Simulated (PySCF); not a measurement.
Species: thioacetic acid, C2H4OS.
SMILES: `CC(O)=S`

A linear-response calculation (PySCF, def2-SVPD basis, gas phase, vertical, core orbitals frozen in the response) gave these numbers; the functional is withheld.

Orbital energies (eV): HOMO-3 -12.74, HOMO-2 -11.81, HOMO-1 -9.08, HOMO -8.17, LUMO -0.50, LUMO+1 0.91, LUMO+2 1.76.

```csv
state,E (eV),f,"main configurations (H = HOMO, L = LUMO)"
S1,3.43,0.0000,H→L (99%)
S2,5.54,0.183,"H-1→L (84%), H→L+1 (9%)"
S3,6.21,0.142,"H→L+1 (83%), H-1→L (9%)"
S4,6.83,0.012,H-1→L+1 (91%)
S5,6.96,0.020,"H→L+3 (78%), H→L+2 (14%)"
S6,6.99,0.0009,H-2→L (97%)
```

Triplets, Tamm–Dancoff:

| state | E (eV) | λ (nm) | main configurations (H = HOMO, L = LUMO) |
| --- | --- | --- | --- |
| T1 | 3.08 | 403.0 | H→L (98%) |
| T2 | 3.41 | 363.7 | H-1→L (97%) |
| T3 | 5.77 | 214.8 | H→L+1 (80%) |
| T4 | 6.29 | 197.0 | H-2→L (95%) |

Vertical ionisation energy by ΔSCF with the same functional: 9.19 eV. Mean static polarisability: 52.7 au.

**Question.** Name the functional.
A. CAM-B3LYP
B. PBE
C. PBE0
D. HF

**Answer.** A. CAM-B3LYP is range-separated, 19% exact exchange at short range and 65% at long range (ω = 0.33 bohr⁻¹). In this run −ε(HOMO) = 8.17 eV differs from the ΔSCF value by -1.02 eV, and S1 differs from the orbital gap of 7.67 eV by -4.24 eV. The ratio −ε(HOMO)/IP is 0.89. Small neutral molecules mostly give 0.85 to 0.93 with CAM-B3LYP, 0.5 to 0.7 with PBE, 0.7 to 0.83 with PBE0; with Hartree–Fock the ratio is 1 or more (Koopmans' value less the relaxation energy is the ΔSCF value). The other options: PBE, a GGA without exact exchange; HF, time-dependent Hartree–Fock, 100% exact exchange; PBE0, a global hybrid with 25% exact exchange.

Computed with TDDFT CAM-B3LYP/def2-SVPD, vertical, gas phase, core orbitals frozen in the response in PySCF. One conformer (not necessarily the lowest) at the PBE0-D3(BJ)/def2-SVP geometry, without solvent, vibrations or thermal averaging.

Conformer computed: `[CH3:1][C:2]([OH:3])=[S:4]`: H–O3–C2–C1 180°.
